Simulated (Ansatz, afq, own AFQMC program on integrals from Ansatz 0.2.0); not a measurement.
GeH$_{2}$, singlet in cc-pVDZ, levels against full CI

```xyz
3

Ge    0.0000   -0.0426   -0.0125
H     0.0000    1.0782   -1.1460
H     0.0000    1.9929    2.0460
```

Basis cc-pVDZ. Only valence electrons are correlated. Ansatz 0.2.0 and our own AFQMC program on the same integrals; the CISD trial comes from CCSD amplitudes, and released means the phaseless constraint is let go. Error bars are statistical, one sigma. No spin–orbit coupling.

Determinant: RHF, the one that the program's search chose, which needn't be the lowest solution. The geometry is a point of a scan.

Full CI on the same integrals is exact in this basis and with this determinant's frozen core.

Cautions: no relativity below Rb; no spin-orbit coupling; inner d shell frozen; restricted determinant unstable towards unrestricted (UHF 1.17 eV lower, ⟨S²⟩ 0.87); strong correlation (T1 0.059, weight of the determinant 0.78, largest double 0.39); the released energy hasn't reached full CI (26 meV above it at 2.40 1/Eh), so no released level is given (meV from the phaseless value at times in 1/Eh: -3 ± 3 at 0.24, -12 ± 3 at 0.51, -16 ± 3 at 0.99, -24 ± 3 at 1.62, -24 ± 4 at 2.40).

```
T1 diagnostic                               : 0.0588
weight of the determinant in the CISD state : 0.781
size of the correlated space                : 6 electrons in 23 orbitals
```

| level | correlation energy (eV) |
| --- | --- |
| MP2 | -2.5357 |
| CCSD | -3.7403 |
| CCSD(T) | -3.9037 |

Estimate where phaseless AFQMC with a CISD trial lies against CCSD(T) on the same integrals.

3.0 ± 0.3 kJ/mol above CCSD(T).

Reference: full CI, correlation energy -3.923 eV. The cautions show a poor starting determinant, so the rows tell how each method copes with it here, and full CI is the sure value.

| level | E − E(reference) (kJ/mol) | share of correlation (%) |
| --- | --- | --- |
| CCSD(T) | 1.9 | 99.51 |
| CCSDT | 0.5 | 99.87 |
| CCSDT(Q) | 0.0 | 100.01 |
| CCSDTQ | 0.0 | 100.00 |
| ph-AFQMC/CISD | 4.9 ± 0.3 | 98.71 |

CCSDT and higher add their correlation energy to the determinant of the CCSD(T) run, since their own runs factorise the integrals more tightly (a shift of under 2 meV). A walk keeps the symmetry of its determinant, which the program's search chose and which needn't be the lowest solution, so a lower state of the same spin and another symmetry isn't excluded.
